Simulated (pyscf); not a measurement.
S=Mo(=S)(Cl)–Cl + silane (SiH₄) -> H₃Si–S–MoH(=S)(Cl)–Cl, an addition across a multiple bond or ene-type step (singlet surface; H–Si broken, S–Si, H–Mo formed). PySCF, gas phase, ωB97X-D3(BJ)/def2-SVP geometries. Energies in eV from the separated reactants.

Small-basis levels: PySCF, no dispersion term, spherical d functions. AM1 to PM7: differences of heats of formation from MOPAC, which are fitted to 298 K values and so differ in kind from electronic energies by zero-point and thermal terms. GFN2-xTB: tblite. Cost: rough CPU time at the saddle relative to B3LYP/6-31G*+LANL2DZ, from one job on a shared machine.

| level | barrier | reaction energy | cost |
|---|---|---|---|
| HF/6-31G*+LANL2DZ | 2.17 | +0.60 | 0.2 |
| MP2/6-31G*+LANL2DZ | 1.70 | +1.27 | 0.2 |
| SVWN5/6-31G*+LANL2DZ | 0.56 | -0.14 | 2 |
| BP86/6-31G*+LANL2DZ | 1.25 | +0.46 | 2 |
| B3LYP/LANL2DZ | 1.81 | +0.92 | 0.5 |
| B3LYP/6-31G*+LANL2DZ | 1.57 | +0.59 | 1 |
| M06-2X/6-31G*+LANL2DZ | [?] | +0.21 | 2 |
| PBE/def2-SVP | 0.94 | +0.26 | 2 |
| B3LYP/def2-SVP | 1.39 | +0.52 | 1 |
| GFN2-xTB | -0.17 | -1.47 | under 0.02 |
| PM6 | [?] | -0.23 | under 0.02 |
| PM7 | 1.27 | +0.18 | under 0.02 |
| ωB97M-D3(BJ)/def2-TZVP | [?] | +0.06 | – |

Task: What belongs in the gaps?

Result: 
- M06-2X/6-31G*+LANL2DZ, barrier: 1.28
- PM6, barrier: 0.83
- ωB97M-D3(BJ)/def2-TZVP, barrier: 0.97

Against the last row the barrier runs from -1.14 (GFN2-xTB) to +1.19 eV (HF/6-31G*+LANL2DZ). At GFN2-xTB this geometry lies under one side, so the entry may be no barrier of that level: it is a single point on another level's saddle. ωB97M-D3(BJ)/def2-TZVP has limits of its own. On the product side the descent ends in a point that may be a rotor saddle (no frequency run), 0.04 eV over the lowest minimum found and 0.79 eV under the saddle at ωB97X-D3(BJ)/def2-TZVP. At the saddle there is also a short Mo–Si contact that neither side keeps. At ωB97X-D3(BJ)/def2-TZVP the barrier from the zero used here is 0.66 eV. One saddle was located; it need not be the lowest between these sides. In the def2 sets elements past Kr carry core potentials, without spin-orbit coupling.
